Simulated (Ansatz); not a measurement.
**Co2Re: from a trial structure to a relaxed crystal**

Computed with Ansatz 0.2.0, DFT PBE, scalar-relativistic, plane waves, PAW.

The start puts Co2Re on the cubic Laves (C15) structure type (Fd-3m, No. 227), with Re in place of Mg, Co in place of Cu, at a guessed volume.

The final relaxation ran on this input, with the default PAW datasets:

```yaml
crystal:
  lattice:
    - [0.0, 3.2622829837, 3.2622829837]
    - [3.2622829837, 0.0, 3.2622829837]
    - [3.2622829837, 3.2622829837, 0.0]
  atoms:
    - { symbol: Co, position: [0.625, 0.625, 0.625], spin: 0.57 }
    - { symbol: Co, position: [0.125, 0.625, 0.625], spin: 0.57 }
    - { symbol: Co, position: [0.625, 0.625, 0.125], spin: 0.57 }
    - { symbol: Co, position: [0.625, 0.125, 0.625], spin: 0.57 }
    - { symbol: Re, position: [0.0, 0.0, 0.0] }
    - { symbol: Re, position: [0.25, 0.25, 0.25] }
basis:
  ecutwfc: 420
kpoints:
  mp_grid: { grid: [10, 10, 10] }
hamiltonian:
  xc: pbe
scf:
  occupations: { method: gaussian, width: 0.1 }
output:
  forces: true
  stress: true
  eigenvalues: true
  populations: true
magnetization:
  spin_polarized: true
relax:
  adjacent_minimum: "off"
  f_tol: 0.01
  max_steps: 80
  cell: { stress_tol: 0.05 }
```

Launched as:

```bash
ansatz run input.yaml --threads 1 --pin off --max-ram 2560MiB --backend cpu --events-out ev --progress --plain --runs-dir out
```

Time: 2.7 min on 1 thread of Arm Neoverse V1 (shared host), peak memory 0.59 GiB.

The program printed at the end:

```
SCF converged after 10 iterations
Magnetization: 2.0759 μB (50.0379 up, 47.9621 down)
Absolute magnetization: 2.3631 μB (∫|ρ↑−ρ↓|, with the PAW one-centre terms)
Spin contamination: 0.0520 ħ² per cell (⟨S²⟩ above its minimum at these occupations)
Per-site moments (μB) at R_I (Å): [(0.524681, 0.953776), (0.524681, 0.953776), (0.524681, 0.953776), (0.524681, 0.953776), (0.007861, 1.118402), (0.007861, 1.118402)]
Free energy (F): -42240.467796 eV
Harris-Foulkes:  -42240.467796 eV  (|F-HF|=1.46e-11)
Internal energy: -42240.426507 eV  (E = F + TS)
E sigma→0 (E₀):  -42240.447151 eV
Entropy (-TS):   -0.041289 eV (-6.882 meV/atom)
Fermi energy:    22.018591 eV
--- Per-component energies (eV) ---
  E_band       = -976.425907
  E_kinetic    = 2902.386249
  E_local      = -13393.993863  (includes V_loc(G=0)·N_el)
  E_nonlocal   = 1907.435343
  E_hartree    = 5639.144269
  E_xc         = -1446.917620
  E_vxc        = -1433.149154  (∫ρ·V_xc dr)
  E_paw        = -23375.232261  (= ΣΔE_a)
  E_vpaw       = -2237.393811  (= ΣTr[D̂ρ^β])
  E_aug_tail   = 0.000369  (compensation charges beyond the density's cutoff)
  E_ewald      = -14473.248993
  E_smearing   = -0.041289  (= −TS)
  E_closure    =  0.000000  (closes the sum)
  Σ components = -42240.467796   (vs F -42240.467796, Δ=0.00e0)
--- Forces (eV/Å), atoms counted from 1 ---
  atom   1  Co     0.00000000     0.00000000     0.00000000
  atom   2  Co     0.00000000     0.00000000     0.00000000
  atom   3  Co     0.00000000     0.00000000     0.00000000
  atom   4  Co     0.00000000     0.00000000     0.00000000
  atom   5  Re     0.00000000     0.00000000     0.00000000
  atom   6  Re     0.00000000     0.00000000     0.00000000
  max |Σ_I F_I| component: 2.31e-17 eV/Å
--- Stress (GPa, compression-positive) ---
        0.007304       0.000000       0.000000
        0.000000       0.007304       0.000000
        0.000000       0.000000       0.007304
  P = ⅓ Tr σ = 0.0073 GPa (0.073 kbar)
  k-point 0 ↑: bands = ["-73.5050", "-73.4120", "-73.4120", "-73.4120", "-58.3185", "-58.2664", "-37.2787", "-36.8899", "-36.8899", "-36.8899", "-36.7087", "-36.7087", "-36.5765", "-36.5765", "-36.5765", "-36.5103", "-36.5103", "-36.5103", "-20.2578", "-20.2578", "-20.2578", "-20.0031", "-20.0031", "-20.0031", "12.2144", "16.2446", "16.9139", "16.9139", "16.9139", "18.1513", "18.1513", "18.1513", "18.2979", "18.2979", "18.6057", "18.6057", "19.6900", "19.6900", "19.6900", "20.2658", "20.2658", "20.2658", "20.7235", "20.7235", "21.0399", "21.0399", "21.0399", "21.9252", "21.9252", "21.9252", "22.5573", "22.5573", "22.5573", "22.8810", "23.9798", "23.9798", "28.8347", "28.8582", "28.8582", "28.8582", "30.9886"]
  k-point 1 ↑: bands = ["-73.5033", "-73.4138", "-73.4121", "-73.4121", "-58.3175", "-58.2674", "-37.2696", "-36.8904", "-36.8864", "-36.8864", "-36.7067", "-36.7067", "-36.5854", "-36.5778", "-36.5778", "-36.5146", "-36.5146", "-36.5103", "-20.2600", "-20.2600", "-20.2561", "-20.0054", "-20.0008", "-20.0008", "12.3495", "16.2817", "16.8866", "16.8866", "16.9606", "17.9620", "18.0976", "18.0976", "18.4696", "18.4696", "18.6304", "18.6304", "19.5560", "19.6152", "19.6152", "20.2714", "20.2735", "20.2735", "20.7179", "20.7179", "21.0331", "21.0809", "21.0809", "21.5659", "21.9133", "21.9133", "22.5219", "22.5219", "22.5573", "23.2864", "23.9237", "23.9237", "27.7643", "28.6791", "28.6791", "29.1867", "30.4282"]
  k-point 2 ↑: bands = ["-73.4985", "-73.4185", "-73.4121", "-73.4121", "-58.3149", "-58.2700", "-37.2446", "-36.8920", "-36.8771", "-36.8771", "-36.7004", "-36.7004", "-36.6097", "-36.5827", "-36.5827", "-36.5255", "-36.5255", "-36.5103", "-20.2656", "-20.2656", "-20.2522", "-20.0106", "-19.9949", "-19.9949", "12.7441", "16.3375", "16.8445", "16.8445", "17.0773", "17.5458", "18.1204", "18.1204", "18.6516", "18.6516", "18.7069", "18.7069", "19.2320", "19.5107", "19.5107", "20.2882", "20.2987", "20.2987", "20.6885", "20.6885", "20.9435", "21.0155", "21.1813", "21.1813", "21.8194", "21.8194", "22.4811", "22.4811", "22.5572", "23.8130", "23.8130", "23.9710", "26.1828", "28.1418", "28.1418", "29.6190", "30.2303"]
  k-point 46 ↓: bands = ["-72.8251", "-72.8251", "-72.7780", "-72.7780", "-58.2871", "-58.2871", "-36.4001", "-36.4001", "-36.1697", "-36.1697", "-36.0815", "-36.0815", "-36.0405", "-36.0405", "-35.9758", "-35.9758", "-35.9434", "-35.9434", "-20.2978", "-20.2978", "-20.1249", "-20.1249", "-19.9504", "-19.9504", "15.9865", "15.9865", "16.3118", "16.3118", "17.9376", "17.9376", "18.4320", "18.4320", "18.6613", "18.6613", "18.9974", "18.9974", "19.5188", "19.5188", "19.6500", "19.6500", "20.0596", "20.0596", "21.0315", "21.0315", "21.7030", "21.7030", "21.9323", "21.9323", "22.2411", "22.2411", "22.7805", "22.7805", "23.4587", "23.4587", "23.7322", "23.7322", "23.9143", "23.9143", "28.7383", "28.7383", "31.8314"]
--- Relaxed structure (3 steps of the walk, 3 accepted, 1 SCFs on fresh bases) ---
  F+E_penalty+E_count = -42240.46779588 eV   max|allowed force component| = 2.853e-17 eV/Å   (the final SCF, on the basis selected at the relaxed cell)
  cell:  # Å, volume = 69.9266 Å³
    - [0.000000, 3.269923, 3.269923]
    - [3.269923, 0.000000, 3.269923]
    - [3.269923, 3.269923, 0.000000]
  atoms:
    - { symbol: Co, position: [0.625000, 0.625000, 0.625000] }
    - { symbol: Co, position: [0.125000, 0.625000, 0.625000] }
    - { symbol: Co, position: [0.625000, 0.625000, 0.125000] }
    - { symbol: Co, position: [0.625000, 0.125000, 0.625000] }
    - { symbol: Re, position: [0.000000, 0.000000, 0.000000] }
    - { symbol: Re, position: [0.25, 0.25, 0.25] }
--- Löwdin populations: 6 sites ---
  site symbol q [e]    m [muB]
     0     Co     16.7477     0.5228
     1     Co     16.7477     0.5228
     2     Co     16.7477     0.5228
     3     Co     16.7477     0.5228
     4     Re     14.9225     0.0154
     5     Re     14.9225     0.0154
  spilling = 0.011877 (of n_electrons = 98.000000)
```

Absolute energies hang on the potentials; compare differences alone.

The result has space group Fd-3m (No. 227). Co is coordinated by 6 Co at 2.31 Å and 6 Re at 2.71 Å; Re has 12 Co at 2.71 Å and 4 Re at 2.83 Å.

Against the elements it lies at 0.05 eV/atom. The zero of energy is the elements' standard structures at the same level; no fitted shifts are applied.

For metals, differences of a few meV/atom aren't resolved. Spin–orbit coupling is left out.

Symmetry constrained the relaxation, so the result can be a saddle point.